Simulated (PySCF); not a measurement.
# Which determinant of ClF⁺ lies lowest?

Unrestricted PBE0; basis Cl def2-TZVPPD, F def2-TZVPPD; no relativity; PySCF 2.14. Outer shells of the fragments: Cl+ 3s2 3p4; F 2s2 2p5.

Followed along the bond (rough minima from three points):

| 2Ms+1 | unpaired | ⟨S²⟩ at the start | R at minimum (Å) | Te (eV) |
| --- | --- | --- | --- | --- |
| 2 | π ↑ | 0.75 | 1.53 | 0.00 |
| 4 | σ ↑, π ↑↑ | 3.76 | none in the scan | ≤ 2.41 |

Solutions found at the starting distance of 1.685 Å, counted from the lowest of them; the search is not exhaustive and high or unbound solutions are not listed, so other states can lie among these:

| 2Ms+1 | unpaired | term | E (eV) | ⟨S²⟩ | ⟨Lz²⟩ | μ (D) |
| --- | --- | --- | --- | --- | --- | --- |
| 2 | π ↑ | ²Π | 0.00 | 0.75 | 1.01 | -2.09 |
| 4 | σ ↑, π ↑↑ | ⁴Σ⁻ | 2.18 | 3.76 | 0.00 | -1.99 |
| 2 | σ ↑, π ↑↓ | mixed | 2.93 | 1.76 | 2.02 | -1.92 |
| 2 | σ ↓, π ↑↑ | mixed | 2.97 | 1.76 | 0.00 | -1.94 |
| 2 | σ ↑ | mixed | 4.17 | 0.75 | 2.01 | -1.72 |
| 4 | σ ↑, π ↑↑ | mixed | 4.83 | 3.76 | 2.01 | 0.17 |
| 4 | σ ↑↑, π ↑ | ⁴Π | 6.25 | 3.76 | 1.01 | -1.05 |
| 2 | π ↑ | ²Π | 8.18 | 0.76 | 1.03 | -1.51 |

A term symbol is given only where ⟨S²⟩ and ⟨Lz²⟩ are close to those of a pure state; real π, δ and φ orbitals otherwise mix terms. A positive dipole points towards F; it is taken about the centre of mass and depends on that origin.

Counting both spins, an empty level lies below a filled one in some of these solutions, because spin and occupation are held.
